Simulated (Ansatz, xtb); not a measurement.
Relative energy of two isomers of CH3FSi

We compare X, `C=[SiH]F`, a singlet, with Y, `C[Si]F`, a singlet. Both are isolated molecules in the gas phase, relaxed with B3LYP/6-31G*.

X (Å):

```csv
atom,x (Å),y (Å),z (Å)
C,0.9426,-0.7386,0.5852
F,-1.7040,0.2077,-0.2008
Si,-0.3671,0.3323,0.6861
H,-0.4742,1.5032,1.5750
H,1.8097,-0.5818,1.2215
H,0.9846,-1.5920,-0.0833
```

Y (Å):

```yaml
atoms:
  - { symbol: C, position_ang: [-2.3062, 1.2962, -1.1638] }
  - { symbol: F, position_ang: [-1.7440, -1.1604, -2.1130] }
  - { symbol: Si, position_ang: [-0.8707, 0.1599, -1.7096] }
  - { symbol: H, position_ang: [-2.8741, 0.8337, -0.3426] }
  - { symbol: H, position_ang: [-1.9570, 2.2808, -0.8318] }
  - { symbol: H, position_ang: [-3.0186, 1.4409, -1.9899] }
```

Energies in hartree; the thermal terms are from B3LYP/6-31G* harmonic frequencies (ideal gas, rigid rotor, one conformer each, 298.15 K, 1 atm) and include the zero-point energy:

```
                                X           Y
E, CCSD(T)/def2-TZVPP  −428.633377  −428.651955
    zero-point energy     0.035552     0.037928
         H(298 K) − E     0.040719     0.043427
         G(298 K) − E     0.009543     0.010925
```

Work out ΔE, ΔE₀, ΔH and ΔG for X → Y in kJ/mol (1 Eh = 2625.50 kJ/mol) and the equilibrium ratio [Y]/[X].

1. ΔE = −428.651955 − (−428.633377) = −0.018578 Eh = −48.78 kJ/mol.
2. ΔE₀ = ΔE + ΔZPE = −0.018578 + (+0.002376) Eh = −42.54 kJ/mol.
3. ΔH = ΔE + (+0.002708) Eh = −41.67 kJ/mol.
4. ΔG = ΔE + (+0.001382) Eh = −45.15 kJ/mol, so ΔS = (ΔH − ΔG)/T = +11.7 J/(mol K).
5. kT = 0.9442 mEh, so K = [Y]/[X] = exp(−ΔG/kT) = exp(+18.21) ≈ 8.1 × 10^7.

Structure Y is favoured at this temperature. An error of 4 kJ/mol in ΔG would change K by a factor of 5. Mirror images and further conformers aren't counted.

As drawn, Y has 1 C–Si, 1 C–H in place of 1 C=Si, 1 Si–H.

Other levels gave ΔE = −21.4 (GFN2-xTB); −224.0 (HF/STO-3G, GFN2-xTB geometries); −52.7 (r2SCAN-D4/def2-SVP, GFN2-xTB geometries); −64.4 (B3LYP/6-31G*); −58.1 (HF/def2-TZVPP); −40.0 (MP2/def2-TZVPP) kJ/mol. The correlated steps freeze 7 core orbitals. Programs: Ansatz 0.2.0, xtb 6.7.1.
